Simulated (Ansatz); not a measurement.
Basis-set extrapolation for `CCC(=O)CC` (PBE0-D4/def2-TZVP geometry, frozen core, Ansatz 0.2.0). Multiplicity 1, RHF reference.

```tsv
	def2-TZVPP	def2-QZVPP
HF	-270.139565	-270.152097
MP2 correlation	-1.086144	-1.158387
CCSD(T) correlation	-1.183646	not run
```

Energies in hartree. Use E(X) = E(∞) + A·exp(−7.88·√X) for Hartree–Fock and E(X) = E(∞) + B·X^(−2.97) for correlation, with X = 3 and 4, and add CCSD(T) minus MP2 of the smaller set to the MP2 limit.

**Question.** What is the CCSD(T) energy at the basis-set limit?

**Answer.** HF limit: -270.152097 + (-0.012532) × 0.13774 = -270.15382. MP2 limit: -1.158387 + (-0.072243) × 0.74074 = -1.21190. Higher-order term: -1.183646 − (-1.086144) = -0.09750. Total: -271.46322 hartree, 367.6 kJ/mol below CCSD(T)/def2-TZVPP.
